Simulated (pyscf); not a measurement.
# Routes from H₂N–SiH₃ + H₂

Candidate steps break at most two bonds and form at most two. Each was searched with GFN2-xTB (tblite) first. PySCF, gas phase, ωB97X-D3(BJ)/def2-SVP geometries. Energies: ωB97M-D3(BJ)/def2-TZVP, kJ/mol, from the separated reactants, singlet surface; ΔG‡ with ideal gas, 1 atm, RRHO with modes under 100 cm⁻¹ raised to 100, one conformer, R ln 2 for chiral ones without a mode under 150 cm⁻¹.

```tsv
products	type	ΔE‡	ΔE	ΔG‡ 298 K	ΔG‡ 900 K	ν‡ (cm⁻¹)
SiH₄ + NH₃	four-centre exchange	196.0	+20.6	236.4	316.6	1418i
H₂N–SiH₃ + H₂	four-centre exchange	242.9	0.0	281.6	359.5	1593i
```

Plain bond fissions and candidates not yet searched are not listed, and one of them may be faster. Each barrier is that of the saddle found; lower ones may exist.
